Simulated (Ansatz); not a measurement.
# CHOSi (quartet): wave-function methods side by side, cc-pVTZ

One table from this session's results is given with a row withheld; the runs are named, their logs left out.

Method: cc-pVTZ, core rule «outside noble gas», up to 7 orbitals frozen; program: Ansatz 0.2.0, Gaussian basis.

To be run: UHF; CCSD(T) on ROHF; CCSD(T) on UHF; BCCD(T) on ROHF; CCSDT(Q) on ROHF; CCSDT(Q) on UHF.

6 further runs of the same task are left out: 1 for a known fault of the program, 5 set aside as unsound or not needed.

## What is computed

The geometry is a PBE0/def2-TZVP stationary point (not a proven minimum).

4 atoms, charge 0, spin multiplicity 4.

Atoms are counted from 1 here; the program's logs count them from 0.

Bond lengths: C1–O2 1.268 Å, O2–Si3 1.699 Å, Si3–H4 1.496 Å. Angles: C1–O2–Si3 139.4°, O2–Si3–H4 117.6°.

The first run:

File in.yaml:

```yaml
crystal:
  periodic: [false, false, false]
  atoms:
    - {symbol: C, position_ang: [0.000000, 0.333035, 1.722367]}
    - {symbol: O, position_ang: [0.000000, -0.312160, 0.630489]}
    - {symbol: Si, position_ang: [0.000000, -0.015246, -1.042169]}
    - {symbol: H, position_ang: [0.000000, 1.411369, -1.492570]}
basis:
  gaussian: {orbitals: cc-pVTZ}
magnetization: {spin_polarized: true, initial_magnetization: 3}
hamiltonian: {xc: hf}
output: {orbitals: {seedname: orbitals}}
```

Started as:

```bash
> ansatz run in.yaml --threads 1 --pin off --events-out ev --progress --plain --max-ram 4096MiB --backend cpu
```

Among the steps run: UHF; CCSD(T) on ROHF; CCSD(T) on UHF; BCCD(T) on ROHF; CCSDT(Q) on ROHF; CCSDT(Q) on UHF.

One of the session's tables, all rows but one given; the rest of the session is left out.

| method | from UCCSDT(Q) (kcal/mol) |
| --- | --- |
| ROHF | +291.42 |
| UHF | +287.04 |
| RMP2 | +30.04 |
| UMP2 | +30.39 |
| RCCSD | +13.58 |
| UCCSD | +13.43 |
| RCCSD(T) | +1.46 |
| UCCSD(T) | +1.44 |
| BCCD(T) | +1.32 |
| RCCSDT | +0.75 |
| UCCSDT | ? |
| RCCSDT(Q) | +0.19 |
| UCCSDT(Q) | 0 |

**Question.** Estimate the row for UCCSDT.

**Answer.** from UCCSDT(Q) (kcal/mol): +0.69. In the column «from UCCSDT(Q) (kcal/mol)» it lies between RCCSDT(Q) (+0.19) and RCCSDT (+0.75).

With the free atoms at the same levels and basis (separate runs), the atomisation energy is 10.950 eV at UCCSDT(Q), 10.937 eV at RCCSD(T), 10.932 eV at UCCSD(T), 7.700 eV at ROHF.

Caveats from the session: Restricted and unrestricted rows rest on different reference determinants; where their highest levels disagree by more than a few hundredths of an eV, they describe different states and don't form one ladder.
